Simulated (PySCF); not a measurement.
**Dipole moment and polarisability across levels of theory**

C₅H₁₂O.
Atom-mapped SMILES: `[CH3:1][CH2:2][CH2:3][CH2:4][CH2:5][OH:6]` (hydrogens: H7, H8, H9 on C1; H10, H11 on C2; H12, H13 on C3; H14, H15 on C4; H16, H17 on C5; H18 on O6)

Structure used (PBE0-D3(BJ)/def2-SVP), in Å, numbered top down from 1:
```
atom  x, y, z in Å
C1     2.7436    0.2034    0.4372
C2     1.4183    0.6394   -0.1670
C3     0.2535   -0.2633    0.2154
C4    -1.0754    0.1604   -0.3901
C5    -2.2392   -0.7333    0.0041
O6    -3.4454   -0.3752   -0.6139
H7     3.0141   -0.8150    0.1146
H8     2.6982    0.1976    1.5383
H9     3.5650    0.8742    0.1429
H10    1.1903    1.6744    0.1439
H11    1.5034    0.6711   -1.2676
H12    0.1643   -0.2944    1.3170
H13    0.4811   -1.3003   -0.0929
H14   -1.0087    0.1749   -1.4917
H15   -1.3030    1.2001   -0.0855
H16   -2.0293   -1.7708   -0.3055
H17   -2.3330   -0.7537    1.1104
H18   -3.6540    0.5274   -0.3519
```

PySCF, dipoles from the SCF density, polarisabilities from static response with core orbitals frozen. One conformer (not necessarily the lowest) at the PBE0-D3(BJ)/def2-SVP geometry, without solvent, vibrations or thermal averaging.

Question: How do dipole and polarisability depend on functional and basis here?

Answer: 

```json
{"level": "PBE/def2-SVPD", "μ (D)": "1.719", "α (Å³)": "10.71", "error (%)": "-7.5", "anisotropy (Å³)": "3.15"}
{"level": "B3LYP/def2-SVPD", "μ (D)": "1.792", "α (Å³)": "10.36", "error (%)": "-10.5", "anisotropy (Å³)": "2.87"}
{"level": "PBE0/def2-SVPD", "μ (D)": "1.784", "α (Å³)": "10.26", "error (%)": "-11.4", "anisotropy (Å³)": "2.88"}
{"level": "BHandHLYP/def2-SVPD", "μ (D)": "1.858", "α (Å³)": "9.96", "error (%)": "-14.0", "anisotropy (Å³)": "2.63"}
{"level": "CAM-B3LYP/def2-SVPD", "μ (D)": "1.846", "α (Å³)": "10.20", "error (%)": "-12.0", "anisotropy (Å³)": "2.72"}
{"level": "wB97X-D/def2-SVPD", "μ (D)": "1.818", "α (Å³)": "10.19", "error (%)": "-12.0", "anisotropy (Å³)": "2.73"}
{"level": "LC-wPBE/def2-SVPD", "μ (D)": "1.857", "α (Å³)": "9.93", "error (%)": "-14.3", "anisotropy (Å³)": "2.61"}
{"level": "PBE0/6-31G*", "μ (D)": "1.704", "α (Å³)": "8.59", "error (%)": "-25.8", "anisotropy (Å³)": "2.11"}
{"level": "PBE0/6-31+G*", "μ (D)": "1.919", "α (Å³)": "9.51", "error (%)": "-17.9", "anisotropy (Å³)": "2.36"}
{"level": "PBE0/def2-SVP", "μ (D)": "1.656", "α (Å³)": "8.89", "error (%)": "-23.2", "anisotropy (Å³)": "2.20"}
{"level": "PBE0/aug-cc-pVDZ", "μ (D)": "1.725", "α (Å³)": "10.50", "error (%)": "-9.3", "anisotropy (Å³)": "3.02"}
{"level": "PBE0/def2-TZVP", "μ (D)": "1.698", "α (Å³)": "9.97", "error (%)": "-14.0", "anisotropy (Å³)": "2.73"}
```

Reference polarisability: 11.581 Å³ (measured, gas; NIST CCCBDB Release 22 (SRD 101), experimental polarizabilities). The anisotropy is √(½[(α1 − α2)² + (α2 − α3)² + (α3 − α1)²]). For the polarisability, the smallest error is 7.5% (PBE/def2-SVPD) and the largest 25.8% (PBE0/6-31G*). The dipole runs from 1.66 D (PBE0/def2-SVP) to 1.92 D (PBE0/6-31+G*). In one basis (def2-SVPD) the functionals order the polarisability from LC-wPBE (lowest) to PBE (highest), a spread of 8%. With PBE0 the polarisability is 9.15 Å³ without diffuse functions (mean of 6-31G*, def2-SVP and def2-TZVP) and 10.09 Å³ with them (mean of 6-31+G*, def2-SVPD and aug-cc-pVDZ). Measured values can belong to vibrating molecules and may average over conformers; the computed ones are for one fixed geometry.
